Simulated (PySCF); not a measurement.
# H5NF+, an ion with solvent molecules: interaction energy, part 3 of 3

PySCF 2.14.0. Atoms count from 0, parts from 1. Earlier steps stand in the parts before.

### Step 8. Coupled-cluster interaction energy: CCSD(T) and MP2, 1.56 Å

Job settings and geometry (Å):

```
{"job": {"kind": "intercc", "basis": "aug-cc-pVDZ", "basis_mid": "aug-cc-pVTZ", "basis_large": "aug-cc-pVQZ"}, "charge": 1, "multiplicity": 1, "parts": [{"atoms": "0-4", "charge": 1, "multiplicity": 1}, {"atoms": "5-6", "charge": 0, "multiplicity": 1}]}
N     -0.044108    -0.029360     0.114300
H     -0.736082    -0.626408    -0.341927
H      0.161370     0.770680    -0.487415
H     -0.419919     0.305955     1.003396
H      0.827199    -0.561795     0.286330
F      2.267078    -1.053148     0.623038
H      2.835940    -1.784222     0.685328
```

Method: CCSD(T)/aug-cc-pVDZ and MP2/aug-cc-pVTZ, aug-cc-pVQZ counterpoise interaction energy, frozen core, gas phase.

The program printed:

```text
part 1, own basis, geometry of the cluster: E = -56.5639555260 (as before)

part 2, own basis, geometry of the cluster: E = -100.0604284876 (as before)

part 1, own basis, relaxed alone: E = -56.5642290861 (as before)

part 2, own basis, relaxed alone: E = -100.0608782296 (as before)

cluster
final grid: 5248 points
cycle   1  E = -156.6386697701  dE = -1.295e-02  |g| = 5.004e-02  |ddm| = 7.871e-01
cycle   2  E = -156.6395910867  dE = -9.213e-04  |g| = 1.769e-02  |ddm| = 1.338e-01
cycle   3  E = -156.6397031162  dE = -1.120e-04  |g| = 8.483e-03  |ddm| = 4.216e-02
cycle   4  E = -156.6397223508  dE = -1.923e-05  |g| = 1.729e-03  |ddm| = 1.530e-02
cycle   5  E = -156.6397233623  dE = -1.011e-06  |g| = 3.146e-04  |ddm| = 3.874e-03
cycle   6  E = -156.6397234048  dE = -4.249e-08  |g| = 4.890e-05  |ddm| = 1.098e-03
cycle   7  E = -156.6397234056  dE = -8.416e-10  |g| = 1.783e-05  |ddm| = 1.266e-04
converged SCF energy = -156.6397234056

part 1 in the basis of the cluster
final grid: 5248 points
cycle   1  E = -56.5639840367  dE = -3.053e-05  |g| = 1.022e-03  |ddm| = 2.722e-01
cycle   2  E = -56.5639842208  dE = -1.842e-07  |g| = 8.566e-05  |ddm| = 2.212e-02
cycle   3  E = -56.5639842225  dE = -1.639e-09  |g| = 8.116e-06  |ddm| = 2.196e-03
cycle   4  E = -56.5639842225  dE = -1.172e-11  |g| = 2.740e-06  |ddm| = 5.856e-05
converged SCF energy = -56.5639842225

part 2 in the basis of the cluster
final grid: 5248 points
cycle   1  E = -100.0606306217  dE = -2.029e-04  |g| = 3.340e-03  |ddm| = 5.291e-01
cycle   2  E = -100.0606332839  dE = -2.662e-06  |g| = 4.354e-04  |ddm| = 7.354e-02
cycle   3  E = -100.0606333491  dE = -6.514e-08  |g| = 7.346e-05  |ddm| = 1.301e-02
cycle   4  E = -100.0606333502  dE = -1.140e-09  |g| = 3.438e-05  |ddm| = 7.510e-04
cycle   5  E = -100.0606333504  dE = -2.276e-10  |g| = 5.752e-06  |ddm| = 2.128e-04
converged SCF energy = -100.0606333504

Interaction energy (kcal/mol)
  counterpoise      -10.848
  uncorrected       -11.510
  dispersion part     0.000
  deformation         0.120
  binding           -10.728

Decomposition of the uncorrected value (kcal/mol)
  electrostatic     -17.543
  Pauli              16.704
  orbital            -8.788
  dispersion          0.000
  correlation        -1.882

Charge of each part in the cluster: 0.961 0.039
part 1, own basis, geometry of the cluster: E = -56.5677540607 (as before)

part 2, own basis, geometry of the cluster: E = -100.0678684378 (as before)

part 1, own basis, relaxed alone: E = -56.5680341243 (as before)

part 2, own basis, relaxed alone: E = -100.0683486666 (as before)

cluster
final grid: 5248 points
cycle   1  E = -156.6499448730  dE = -1.317e-02  |g| = 5.061e-02  |ddm| = 1.077e+00
cycle   2  E = -156.6508908342  dE = -9.460e-04  |g| = 1.817e-02  |ddm| = 1.571e-01
cycle   3  E = -156.6510055965  dE = -1.148e-04  |g| = 8.539e-03  |ddm| = 4.703e-02
cycle   4  E = -156.6510252648  dE = -1.967e-05  |g| = 1.836e-03  |ddm| = 1.680e-02
cycle   5  E = -156.6510263198  dE = -1.055e-06  |g| = 3.343e-04  |ddm| = 3.759e-03
cycle   6  E = -156.6510263666  dE = -4.681e-08  |g| = 5.034e-05  |ddm| = 1.222e-03
cycle   7  E = -156.6510263675  dE = -8.843e-10  |g| = 1.834e-05  |ddm| = 1.643e-04
converged SCF energy = -156.6510263675

part 1 in the basis of the cluster
final grid: 5248 points
cycle   1  E = -56.5677596062  dE = -7.767e-06  |g| = 4.793e-04  |ddm| = 4.564e-01
cycle   2  E = -56.5677596474  dE = -4.118e-08  |g| = 3.807e-05  |ddm| = 2.970e-02
cycle   3  E = -56.5677596477  dE = -3.182e-10  |g| = 1.436e-06  |ddm| = 2.341e-03
converged SCF energy = -56.5677596477

part 2 in the basis of the cluster
final grid: 5248 points
cycle   1  E = -100.0679711200  dE = -1.028e-04  |g| = 2.186e-03  |ddm| = 7.382e-01
cycle   2  E = -100.0679721997  dE = -1.080e-06  |g| = 2.604e-04  |ddm| = 8.302e-02
cycle   3  E = -100.0679722216  dE = -2.193e-08  |g| = 2.959e-05  |ddm| = 1.269e-02
cycle   4  E = -100.0679722219  dE = -2.632e-10  |g| = 1.450e-05  |ddm| = 8.181e-04
converged SCF energy = -100.0679722219

Interaction energy (kcal/mol)
  counterpoise      -11.186
  uncorrected       -11.545
  dispersion part     0.000
  deformation         0.161
  binding           -11.024

Decomposition of the uncorrected value (kcal/mol)
  electrostatic     -17.486
  Pauli              16.760
  orbital            -8.941
  dispersion          0.000
  correlation        -1.877

Charge of each part in the cluster: 0.961 0.039
part 1 in the basis of the cluster: E(HF) = -56.547557353  E2 = -0.192635507  E(CCSD corr) = -0.210501213  (T) = -0.004404216
part 2 in the basis of the cluster: E(HF) = -100.033433668  E2 = -0.223824128  E(CCSD corr) = -0.227490090  (T) = -0.004336918
cluster: E(HF) = -156.595536674  E2 = -0.417816505  E(CCSD corr) = -0.438810591  (T) = -0.009077083

Counterpoise interaction energy (kcal/mol)
  hf_small                  -9.127
  mp2_small                 -9.979
  ccsd_small                -9.642
  ccsdt_small               -9.852
  hf_large                  -9.597
  mp2_large                -11.185
  hf_middle                 -9.479
  mp2_middle               -10.848
  scs_mp2_large            -10.445
  mp2_limit                -11.346
  ccsdt_less_mp2             0.127
  ccsdt_limit_estimate     -11.219
  bsse_mp2_large             0.359
```

It took 91 s on 1 thread of Arm Neoverse N1, shared host; peak memory 1 GiB.

Contacts at this geometry (a selection, picked against the atoms' radii; other short pairs can be missing):

| atoms | distance (Å) | kind (by distance and angle) | angle (°) |
| --- | --- | --- | --- |
| H4···F5 | 1.56 | hydrogen bond | 167 |

Differences are taken before rounding.

| method | interaction energy (kcal/mol) | from CCSD(T), limit estimate (kcal/mol) |
| --- | --- | --- |
| HF/aug-cc-pVDZ | -9.13 | +2.09 |
| MP2/aug-cc-pVDZ | -9.98 | +1.24 |
| CCSD/aug-cc-pVDZ | -9.64 | +1.58 |
| CCSD(T)/aug-cc-pVDZ | -9.85 | +1.37 |
| HF/aug-cc-pVQZ | -9.60 | +1.62 |
| MP2/aug-cc-pVQZ | -11.19 | +0.03 |
| SCS-MP2/aug-cc-pVQZ | -10.44 | +0.77 |
| MP2, extrapolated | -11.35 | -0.13 |
| CCSD(T), limit estimate | -11.22 | 0 |

These energies keep the parts at their geometry in the cluster; deforming them to it costs 0.16 kcal/mol (MP2).

### Step 9. Coupled-cluster interaction energy: CCSD(T) and MP2, 2.60 Å

Same as in step 8 but for these lines:

```diff
@@ -6,3 +6,3 @@
 H      0.827199    -0.561795     0.286330
-F      2.267078    -1.053148     0.623038
-H      2.835940    -1.784222     0.685328
+F      3.226997    -1.380717     0.847510
+H      3.795860    -2.111791     0.909800
```

With the program's defaults for keys left out, this is: CCSD(T)/aug-cc-pVDZ and MP2/aug-cc-pVTZ, aug-cc-pVQZ counterpoise interaction energy, frozen core, gas phase.

The program printed:

```text
part 1, own basis, geometry of the cluster: E = -56.5639555260 (as before)

part 2, own basis, geometry of the cluster: E = -100.0604284876 (as before)

part 1, own basis, relaxed alone: E = -56.5642290861 (as before)

part 2, own basis, relaxed alone: E = -100.0608782296 (as before)

cluster
final grid: 5248 points
cycle   1  E = -156.6373289700  dE = -1.529e-03  |g| = 1.937e-02  |ddm| = 3.755e-01
cycle   2  E = -156.6374351343  dE = -1.062e-04  |g| = 8.541e-03  |ddm| = 4.786e-02
cycle   3  E = -156.6374500840  dE = -1.495e-05  |g| = 3.106e-03  |ddm| = 1.351e-02
cycle   4  E = -156.6374535403  dE = -3.456e-06  |g| = 5.318e-04  |ddm| = 8.063e-03
cycle   5  E = -156.6374536883  dE = -1.480e-07  |g| = 1.087e-04  |ddm| = 1.592e-03
cycle   6  E = -156.6374536945  dE = -6.192e-09  |g| = 1.716e-05  |ddm| = 3.216e-04
cycle   7  E = -156.6374536946  dE = -1.325e-10  |g| = 5.333e-06  |ddm| = 5.157e-05
converged SCF energy = -156.6374536946

part 1 in the basis of the cluster
final grid: 5248 points
cycle   1  E = -56.5639651273  dE = -1.030e-05  |g| = 5.561e-04  |ddm| = 1.706e-01
cycle   2  E = -56.5639652026  dE = -7.531e-08  |g| = 5.008e-05  |ddm| = 1.616e-02
cycle   3  E = -56.5639652034  dE = -7.410e-10  |g| = 3.603e-06  |ddm| = 1.791e-03
converged SCF energy = -56.5639652034

part 2 in the basis of the cluster
final grid: 5248 points
cycle   1  E = -100.0604793197  dE = -5.112e-05  |g| = 1.490e-03  |ddm| = 3.483e-01
cycle   2  E = -100.0604799003  dE = -5.806e-07  |g| = 1.887e-04  |ddm| = 3.307e-02
cycle   3  E = -100.0604799128  dE = -1.248e-08  |g| = 3.296e-05  |ddm| = 4.555e-03
cycle   4  E = -100.0604799130  dE = -2.277e-10  |g| = 1.517e-05  |ddm| = 1.912e-04
converged SCF energy = -100.0604799130

Interaction energy (kcal/mol)
  counterpoise       -7.961
  uncorrected        -8.129
  dispersion part     0.000
  deformation         0.120
  binding            -7.841

Decomposition of the uncorrected value (kcal/mol)
  electrostatic      -7.392
  Pauli               0.228
  orbital            -1.037
  dispersion          0.000
  correlation         0.073

Charge of each part in the cluster: 0.997 0.003
part 1, own basis, geometry of the cluster: E = -56.5677540607 (as before)

part 2, own basis, geometry of the cluster: E = -100.0678684378 (as before)

part 1, own basis, relaxed alone: E = -56.5680341243 (as before)

part 2, own basis, relaxed alone: E = -100.0683486666 (as before)

cluster
final grid: 5248 points
cycle   1  E = -156.6485398610  dE = -1.514e-03  |g| = 1.950e-02  |ddm| = 7.803e-01
cycle   2  E = -156.6486481645  dE = -1.083e-04  |g| = 8.714e-03  |ddm| = 7.298e-02
cycle   3  E = -156.6486633745  dE = -1.521e-05  |g| = 3.156e-03  |ddm| = 1.301e-02
cycle   4  E = -156.6486669168  dE = -3.542e-06  |g| = 5.565e-04  |ddm| = 7.385e-03
cycle   5  E = -156.6486670690  dE = -1.522e-07  |g| = 1.142e-04  |ddm| = 2.073e-03
cycle   6  E = -156.6486670758  dE = -6.787e-09  |g| = 1.751e-05  |ddm| = 6.133e-04
cycle   7  E = -156.6486670759  dE = -1.374e-10  |g| = 5.284e-06  |ddm| = 6.588e-05
converged SCF energy = -156.6486670759

part 1 in the basis of the cluster
final grid: 5248 points
cycle   1  E = -56.5677558296  dE = -2.756e-06  |g| = 2.768e-04  |ddm| = 2.635e-01
cycle   2  E = -56.5677558482  dE = -1.860e-08  |g| = 2.452e-05  |ddm| = 1.991e-02
cycle   3  E = -56.5677558483  dE = -1.721e-10  |g| = 9.711e-07  |ddm| = 1.919e-03
converged SCF energy = -56.5677558483

part 2 in the basis of the cluster
final grid: 5248 points
cycle   1  E = -100.0678970713  dE = -2.868e-05  |g| = 1.061e-03  |ddm| = 7.594e-01
cycle   2  E = -100.0678973783  dE = -3.071e-07  |g| = 1.287e-04  |ddm| = 7.822e-02
cycle   3  E = -100.0678973843  dE = -5.945e-09  |g| = 1.826e-05  |ddm| = 1.032e-02
cycle   4  E = -100.0678973844  dE = -7.955e-11  |g| = 9.191e-06  |ddm| = 3.382e-04
converged SCF energy = -100.0678973844

Interaction energy (kcal/mol)
  counterpoise       -7.999
  uncorrected        -8.070
  dispersion part     0.000
  deformation         0.161
  binding            -7.838

Decomposition of the uncorrected value (kcal/mol)
  electrostatic      -7.378
  Pauli               0.221
  orbital            -1.030
  dispersion          0.000
  correlation         0.117

Charge of each part in the cluster: 0.997 0.003
part 1 in the basis of the cluster: E(HF) = -56.547416135  E2 = -0.192391273  E(CCSD corr) = -0.210282277  (T) = -0.004382262
part 2 in the basis of the cluster: E(HF) = -100.033052221  E2 = -0.223109037  E(CCSD corr) = -0.226747674  (T) = -0.004218439
cluster: E(HF) = -156.593476806  E2 = -0.415065618  E(CCSD corr) = -0.436573133  (T) = -0.008577102

Counterpoise interaction energy (kcal/mol)
  hf_small                  -8.163
  mp2_small                 -7.890
  ccsd_small                -7.876
  ccsdt_small               -7.862
  hf_large                  -8.166
  mp2_large                 -7.999
  hf_middle                 -8.163
  mp2_middle                -7.961
  scs_mp2_large             -7.908
  mp2_limit                 -8.025
  ccsdt_less_mp2             0.029
  ccsdt_limit_estimate      -7.996
  bsse_mp2_large             0.071
```

Wall time 91 s (1 thread of Arm Neoverse N1, shared host); peak memory 1 GiB.

Contacts at this geometry (a selection, picked against the atoms' radii; other short pairs can be missing):

| atoms | distance (Å) | kind (by distance and angle) | angle (°) |
| --- | --- | --- | --- |
| H4···F5 | 2.60 | hydrogen bond | 167 |

Differences are taken before rounding.

| method | interaction energy (kcal/mol) | from CCSD(T), limit estimate (kcal/mol) |
| --- | --- | --- |
| HF/aug-cc-pVDZ | -8.16 | -0.17 |
| MP2/aug-cc-pVDZ | -7.89 | +0.11 |
| CCSD/aug-cc-pVDZ | -7.88 | +0.12 |
| CCSD(T)/aug-cc-pVDZ | -7.86 | +0.13 |
| HF/aug-cc-pVQZ | -8.17 | -0.17 |
| MP2/aug-cc-pVQZ | -8.00 | 0.00 |
| SCS-MP2/aug-cc-pVQZ | -7.91 | +0.09 |
| MP2, extrapolated | -8.02 | -0.03 |
| CCSD(T), limit estimate | -8.00 | 0 |

These energies keep the parts at their geometry in the cluster; deforming them to it costs 0.16 kcal/mol (MP2).

### Step 10. Coupled-cluster interaction energy: CCSD(T) and MP2, 3.46 Å

Same as in step 9 but for these lines:

```diff
@@ -6,3 +6,3 @@
 H      0.827199    -0.561795     0.286330
-F      3.226997    -1.380717     0.847510
-H      3.795860    -2.111791     0.909800
+F      4.026929    -1.653691     1.034570
+H      4.595792    -2.384765     1.096860
```

Method: CCSD(T)/aug-cc-pVDZ and MP2/aug-cc-pVTZ, aug-cc-pVQZ counterpoise interaction energy, frozen core, gas phase.

The program printed:

```text
part 1, own basis, geometry of the cluster: E = -56.5639555260 (as before)

part 2, own basis, geometry of the cluster: E = -100.0604284876 (as before)

part 1, own basis, relaxed alone: E = -56.5642290861 (as before)

part 2, own basis, relaxed alone: E = -100.0608782296 (as before)

cluster
final grid: 5248 points
cycle   1  E = -156.6326702783  dE = -5.479e-04  |g| = 1.207e-02  |ddm| = 2.047e-01
cycle   2  E = -156.6327065924  dE = -3.631e-05  |g| = 5.469e-03  |ddm| = 3.914e-02
cycle   3  E = -156.6327120850  dE = -5.493e-06  |g| = 1.804e-03  |ddm| = 9.366e-03
cycle   4  E = -156.6327132349  dE = -1.150e-06  |g| = 3.173e-04  |ddm| = 6.022e-03
cycle   5  E = -156.6327132913  dE = -5.636e-08  |g| = 7.059e-05  |ddm| = 9.327e-04
cycle   6  E = -156.6327132941  dE = -2.773e-09  |g| = 1.156e-05  |ddm| = 2.295e-04
cycle   7  E = -156.6327132941  dE = -6.770e-11  |g| = 2.926e-06  |ddm| = 4.109e-05
converged SCF energy = -156.6327132941

part 1 in the basis of the cluster
final grid: 5248 points
cycle   1  E = -56.5639592926  dE = -4.045e-06  |g| = 3.376e-04  |ddm| = 1.420e-01
cycle   2  E = -56.5639593324  dE = -3.971e-08  |g| = 3.553e-05  |ddm| = 1.284e-02
cycle   3  E = -56.5639593328  dE = -4.750e-10  |g| = 1.433e-06  |ddm| = 1.345e-03
converged SCF energy = -56.5639593328

part 2 in the basis of the cluster
final grid: 5248 points
cycle   1  E = -100.0604373477  dE = -9.040e-06  |g| = 5.662e-04  |ddm| = 1.200e-01
cycle   2  E = -100.0604374656  dE = -1.180e-07  |g| = 7.297e-05  |ddm| = 1.060e-02
cycle   3  E = -100.0604374679  dE = -2.295e-09  |g| = 4.817e-06  |ddm| = 1.302e-03
cycle   4  E = -100.0604374679  dE = -9.734e-12  |g| = 2.128e-06  |ddm| = 8.173e-05
converged SCF energy = -100.0604374679

Interaction energy (kcal/mol)
  counterpoise       -4.941
  uncorrected        -4.982
  dispersion part     0.000
  deformation         0.120
  binding            -4.821

Decomposition of the uncorrected value (kcal/mol)
  electrostatic      -4.862
  Pauli               0.006
  orbital            -0.371
  dispersion          0.000
  correlation         0.245

Charge of each part in the cluster: 1.000 0.000
part 1, own basis, geometry of the cluster: E = -56.5677540607 (as before)

part 2, own basis, geometry of the cluster: E = -100.0678684378 (as before)

part 1, own basis, relaxed alone: E = -56.5680341243 (as before)

part 2, own basis, relaxed alone: E = -100.0683486666 (as before)

cluster
final grid: 5248 points
cycle   1  E = -156.6438911735  dE = -5.441e-04  |g| = 1.213e-02  |ddm| = 3.340e-01
cycle   2  E = -156.6439284176  dE = -3.724e-05  |g| = 5.583e-03  |ddm| = 3.427e-02
cycle   3  E = -156.6439340274  dE = -5.610e-06  |g| = 1.833e-03  |ddm| = 9.183e-03
cycle   4  E = -156.6439352139  dE = -1.187e-06  |g| = 3.311e-04  |ddm| = 7.060e-03
cycle   5  E = -156.6439352717  dE = -5.782e-08  |g| = 7.380e-05  |ddm| = 1.285e-03
cycle   6  E = -156.6439352748  dE = -3.018e-09  |g| = 1.180e-05  |ddm| = 2.067e-04
cycle   7  E = -156.6439352748  dE = -6.875e-11  |g| = 2.974e-06  |ddm| = 4.865e-05
converged SCF energy = -156.6439352748

part 1 in the basis of the cluster
final grid: 5248 points
cycle   1  E = -56.5677546181  dE = -9.990e-07  |g| = 1.478e-04  |ddm| = 1.370e-01
cycle   2  E = -56.5677546256  dE = -7.480e-09  |g| = 1.422e-05  |ddm| = 1.137e-02
cycle   3  E = -56.5677546257  dE = -7.780e-11  |g| = 5.482e-07  |ddm| = 1.115e-03
converged SCF energy = -56.5677546257

part 2 in the basis of the cluster
final grid: 5248 points
cycle   1  E = -100.0678738315  dE = -5.463e-06  |g| = 3.891e-04  |ddm| = 3.726e-01
cycle   2  E = -100.0678738858  dE = -5.436e-08  |g| = 4.664e-05  |ddm| = 2.435e-02
cycle   3  E = -100.0678738869  dE = -1.030e-09  |g| = 4.526e-06  |ddm| = 2.172e-03
cycle   4  E = -100.0678738869  dE = -7.233e-12  |g| = 2.181e-06  |ddm| = 8.929e-05
converged SCF energy = -100.0678738869

Interaction energy (kcal/mol)
  counterpoise       -4.958
  uncorrected        -4.977
  dispersion part     0.000
  deformation         0.161
  binding            -4.797

Decomposition of the uncorrected value (kcal/mol)
  electrostatic      -4.854
  Pauli               0.006
  orbital            -0.369
  dispersion          0.000
  correlation         0.239

Charge of each part in the cluster: 1.000 0.000
part 1 in the basis of the cluster: E(HF) = -56.547373308  E2 = -0.192323844  E(CCSD corr) = -0.210222921  (T) = -0.004376394
part 2 in the basis of the cluster: E(HF) = -100.032966569  E2 = -0.223000494  E(CCSD corr) = -0.226643152  (T) = -0.004199033
cluster: E(HF) = -156.588641652  E2 = -0.414836622  E(CCSD corr) = -0.436378356  (T) = -0.008524374

Counterpoise interaction energy (kcal/mol)
  hf_small                  -5.209
  mp2_small                 -4.903
  ccsd_small                -4.903
  ccsdt_small               -4.871
  hf_large                  -5.213
  mp2_large                 -4.958
  hf_middle                 -5.219
  mp2_middle                -4.941
  scs_mp2_large             -4.935
  mp2_limit                 -4.975
  ccsdt_less_mp2             0.032
  ccsdt_limit_estimate      -4.943
  bsse_mp2_large             0.019
```

Wall time 90 s (1 thread of Arm Neoverse N1, shared host); peak memory 1 GiB.

Contacts at this geometry (a selection, picked against the atoms' radii; other short pairs can be missing):

| atoms | distance (Å) | kind (by distance and angle) | angle (°) |
| --- | --- | --- | --- |
| H4···F5 | 3.46 | beyond van der Waals contact | – |

Differences are taken before rounding.

| method | interaction energy (kcal/mol) | from CCSD(T), limit estimate (kcal/mol) |
| --- | --- | --- |
| HF/aug-cc-pVDZ | -5.21 | -0.27 |
| MP2/aug-cc-pVDZ | -4.90 | +0.04 |
| CCSD/aug-cc-pVDZ | -4.90 | +0.04 |
| CCSD(T)/aug-cc-pVDZ | -4.87 | +0.07 |
| HF/aug-cc-pVQZ | -5.21 | -0.27 |
| MP2/aug-cc-pVQZ | -4.96 | -0.02 |
| SCS-MP2/aug-cc-pVQZ | -4.93 | +0.01 |
| MP2, extrapolated | -4.98 | -0.03 |
| CCSD(T), limit estimate | -4.94 | 0 |

These energies keep the parts at their geometry in the cluster; deforming them to it costs 0.16 kcal/mol (MP2).

### Step 11. The curve

Counterpoise interaction energies (kcal/mol):

| H4···F5 (Å) | HF | MP2 limit | CCSD(T) estimate | time |
| --- | --- | --- | --- | --- |
| 1.56 | -9.60 | -11.35 | -11.22 | 91 s |
| 1.64 | -10.75 | -12.14 | -12.05 | 93 s |
| 1.73 | -11.32 | -12.40 | -12.34 | 99 s |
| 1.82 | -11.49 | -12.31 | -12.27 | 90 s |
| 1.90 | -11.40 | -12.01 | -11.98 | 92 s |
| 2.16 | -10.35 | -10.53 | -10.51 | 92 s |
| 2.60 | -8.17 | -8.02 | -8.00 | 91 s |
| 3.46 | -5.21 | -4.98 | -4.94 | 90 s |

### Step 12. What came out

The summary covers parts 1 to 3.

| quantity | value |
| --- | --- |
| rotational constants (main isotopes) | 169.14, 6.53, 6.51 GHz |
| CCSD(T) estimate at 1.56 Å | -11.22 kcal/mol |
| CCSD(T) estimate at 1.64 Å | -12.05 kcal/mol |
| CCSD(T) estimate at 1.73 Å | -12.34 kcal/mol |
| CCSD(T) estimate at 1.82 Å | -12.27 kcal/mol |
| CCSD(T) estimate at 1.90 Å | -11.98 kcal/mol |
| CCSD(T) estimate at 2.16 Å | -10.51 kcal/mol |
| CCSD(T) estimate at 2.60 Å | -8.00 kcal/mol |
| CCSD(T) estimate at 3.46 Å | -4.94 kcal/mol |

**Reading.** Relaxing lowered the energy by 0.058 eV in 7 steps; the close pair that moved most is N0–H4, from 1.010 to 1.035 Å. No frequency check was run at this level, so the end point may be a saddle. Along the rigid scan the CCSD(T) estimate is lowest at 1.73 Å (-12.34 kcal/mol), where MP2 at the limit misses it by -0.06 and Hartree-Fock by +1.02.
